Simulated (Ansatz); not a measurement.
Relaxation of AlH7OSi (10 atoms, charge 0, multiplicity 1), to a largest force component of 0.03 eV/Å in at most 50 steps.

Level of theory: Ansatz 0.2.0, RHF/def2-SVP.

```xyz
10
Properties=species:S:1:pos:R:3
Al 0.147 0.668 0.032
H -0.144 0.088 1.461
H 1.589 1.185 -0.330
H -1.059 0.800 -0.977
O 0.093 -2.280 0.372
Si -0.771 -3.665 0.094
H 0.126 -4.837 0.098
H -1.815 -3.822 1.129
H -1.409 -3.549 -1.231
H -0.029 -1.759 1.182
```

Q: Where does it end, and by what steps?

A: The run converged. The force dipped under the threshold on the way, but the program's further checks kept it going. After 14 steps the energy has fallen by 0.749 eV; H3 moved furthest, 1.17 Å. Joined: Al1–O5 (2.97 → 2.02 Å).

```json
{"step": "0", "energy less start (eV)": "0.0000", "largest force component (eV/Å)": "1.101", "accepted": "yes"}
{"step": "1", "energy less start (eV)": "-0.0937", "largest force component (eV/Å)": "1.030", "accepted": "yes"}
{"step": "2", "energy less start (eV)": "-0.2152", "largest force component (eV/Å)": "1.201", "accepted": "yes"}
{"step": "3", "energy less start (eV)": "-0.3837", "largest force component (eV/Å)": "1.139", "accepted": "yes"}
{"step": "4", "energy less start (eV)": "-0.5628", "largest force component (eV/Å)": "0.990", "accepted": "yes"}
{"step": "5", "energy less start (eV)": "-0.6559", "largest force component (eV/Å)": "0.381", "accepted": "yes"}
{"step": "6", "energy less start (eV)": "-0.6976", "largest force component (eV/Å)": "0.752", "accepted": "yes"}
{"step": "7", "energy less start (eV)": "-0.7130", "largest force component (eV/Å)": "0.335", "accepted": "yes"}
{"step": "8", "energy less start (eV)": "-0.7351", "largest force component (eV/Å)": "0.059", "accepted": "yes"}
{"step": "9", "energy less start (eV)": "-0.7404", "largest force component (eV/Å)": "0.023", "accepted": "yes"}
{"step": "10", "energy less start (eV)": "-0.7386", "largest force component (eV/Å)": "0.251", "accepted": "no"}
{"step": "11", "energy less start (eV)": "-0.7441", "largest force component (eV/Å)": "0.038", "accepted": "yes"}
{"step": "12", "energy less start (eV)": "-0.7453", "largest force component (eV/Å)": "0.105", "accepted": "yes"}
{"step": "13", "energy less start (eV)": "-0.7462", "largest force component (eV/Å)": "0.111", "accepted": "yes"}
{"step": "14", "energy less start (eV)": "-0.7490", "largest force component (eV/Å)": "0.010", "accepted": "yes"}
```

```xyz
10
Properties=species:S:1:pos:R:3
Al -0.094 0.041 0.148
H 0.028 0.648 1.621
H 1.159 0.218 -0.822
H -1.537 -0.025 -0.535
O 0.034 -1.908 0.675
Si -0.699 -3.270 -0.058
H 0.166 -4.421 0.259
H -2.039 -3.456 0.517
H -0.741 -2.982 -1.495
H 0.451 -2.017 1.521
```

Whether the end is a true minimum wasn't checked by a vibrational analysis.

Time of the run: 16 s on 1 thread of Arm Neoverse V2, with other jobs on the host, peak memory 0.14 GiB.
